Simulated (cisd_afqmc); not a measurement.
Input (AFQMC/CISD/cc-pVTZ; cisd_afqmc is a phaseless AFQMC code with CISD trial states that reads the integrals written by Ansatz):

Ansatz 0.2 input:
```python
import cisd_afqmc

open("ham.yaml", "w").write("""\
crystal:
  periodic: [false, false, false]
  atoms:
    - {symbol: C, position_ang: [0.00728032, 0.00031015, 0.17491065]}
    - {symbol: H, position_ang: [-0.01040746, 0.86106198, -0.52673636]}
    - {symbol: H, position_ang: [-0.03327446, -0.86292291, -0.52272756]}
basis:
  gaussian:
    orbitals: cc-pVTZ
magnetization: {spin_polarized: false}
correlation: {method: ccsd, electrons: outside_noble_gas, hamiltonian_folder: ham}
""")
rep = cisd_afqmc.ansatz("ham.yaml")
e_ccsd = rep["correlation"]["coupled_cluster"]["energy"]["hartree"]
out = cisd_afqmc.run("ham", e_ccsd, trial="CISD", walkers=2000, populations=1, threads=12, dt=0.005, steps=40, early=24, settle=10, least=100,
    cut=5e-5, rank_cut=2e-4, target=0.0004, seconds=1000, seed=4, memory=62639, gpu=True)
```

Output:

```
orbitals 57, occupied [3], factors 261 of 324, rank of the doubles 82 of 162
E(HF) = -38.892245
E(CCSD) on the cut factors = -39.056551, shift to the whole factors -0.000011
Energy of the trial state on the determinant = -39.056485
  tau behind 7.2 of longer steps, mean of the populations' last blocks
   2.0  -39.06249
   4.0  -39.06209
   6.0  -39.06174
   8.0  -39.06226
  10.0  -39.06268
  12.0  -39.06274
  14.0  -39.06231
  16.0  -39.06211
  18.0  -39.06216
  20.0  -39.06255
  22.0  -39.06278
blocks 100 (0 outliers left out), error by blocks joined: 1: 0.00005, 2: 0.00006, 4: 0.00008, 8: 0.00010
E(AFQMC/CISD) = -39.06234 +/- 0.00010
```

This singlet is an excited state, 0.4 eV above the triplet at CCSD(T)/cc-pV5Z (Ansatz).
